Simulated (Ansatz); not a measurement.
bcc Ta

Level of theory: r²SCAN (Ansatz, a program for electronic structure, PAW).

Settings: plane-wave cutoff 600 eV, 28×28×28 k mesh, Fermi–Dirac smearing 0.06 eV (set by the program), scalar-relativistic PAW data made under PBE.

Cell (relaxed at this level):

```cif
data_Ta2
_chemical_formula_sum 'Ta2'
_space_group_name_H-M_alt 'Im-3m'
_space_group_IT_number 229
_space_group_name_Hall '-I 4 2 3'
_cell_length_a 3.30486
_cell_length_b 3.30486
_cell_length_c 3.30486
_cell_angle_alpha 90.000
_cell_angle_beta 90.000
_cell_angle_gamma 90.000
loop_
_atom_site_label
_atom_site_type_symbol
_atom_site_symmetry_multiplicity
_atom_site_Wyckoff_symbol
_atom_site_fract_x
_atom_site_fract_y
_atom_site_fract_z
_atom_site_occupancy
Ta1 Ta 2 a 0.00000 0.00000 0.00000 1
```
(The calculation used a cell of 1 atom; values per cell refer to that cell.)

| Quantity | Result |
|---|---|
| elastic constant C11 | 272 GPa |
| elastic constant C12 | 167 GPa |
| elastic constant C44 | 74.0 GPa |
| Voigt–Reuss–Hill bulk modulus | 202 GPa |
| polycrystal shear modulus (Hill average) | 64.7 GPa |
| Young modulus | 175 GPa |
| Poisson ratio | 0.355 |

Measured, for comparison: elastic constant C11 266 GPa, elastic constant C12 158 GPa, elastic constant C44 87.4 GPa (0 K, extrapolated to 0 K; zero-point effects included; as tabulated in Wang et al. (2022), arXiv:2209.12322). Computed (rounded) less measured: elastic constant C11 +2 %, elastic constant C12 +6 %, elastic constant C44 -15 %.

Note: shear constants of such metals converge slowly with the k mesh.

Elastic constants are with the ions relaxed.

Spin–orbit coupling is not included.
